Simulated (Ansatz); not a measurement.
The parent structure is GaP in the zinc blende structure (space group F-43m, No. 216).

```yaml
crystal:
  lattice:
    - [0.00000, 2.75325, 2.75325]
    - [2.75325, 0.00000, 2.75325]
    - [2.75325, 2.75325, 0.00000]
  atoms:
    - { symbol: P, position: [0.25000, 0.25000, 0.25000] }
    - { symbol: Ga, position: [0.00000, 0.00000, 0.00000] }
```

Levels (all Ansatz, an electronic-structure program, PAW, earlier PAW set): PBE (420 eV, no spin-orbit coupling); r2SCAN (500 eV, no spin-orbit coupling).

Levels that relaxed their own cell: PBE and r2SCAN.

| level | band gap | lattice parameter a |
|---|---|---|
| PBE | 1.58 eV | 5.507 Å |
| r2SCAN | 1.85 eV | 5.452 Å |

Measured: band gap 2.43 eV (static lattice; corrected from measurement; as listed in Wei Chen et al., Physical Review Materials (2018)); lattice parameter a 5.439 Å (static lattice; corrected from measurement; as listed in Daniel Mejia-Rodriguez, S. B. Trickey, Phys. Rev. B (2018)).

Computed minus measured — band gap: PBE -0.85 eV, r2SCAN -0.58 eV (closest: r2SCAN); lattice parameter a: PBE +1.2 %, r2SCAN +0.2 % (closest: r2SCAN). A measured gap can be an optical one, lowered by exciton binding. Levels without spin-orbit coupling miss its lowering of the gap, often about a third of the valence-band splitting.

Gaps are read on the SCF mesh and a high-symmetry path. Whether these cells are dynamically stable was not tested.
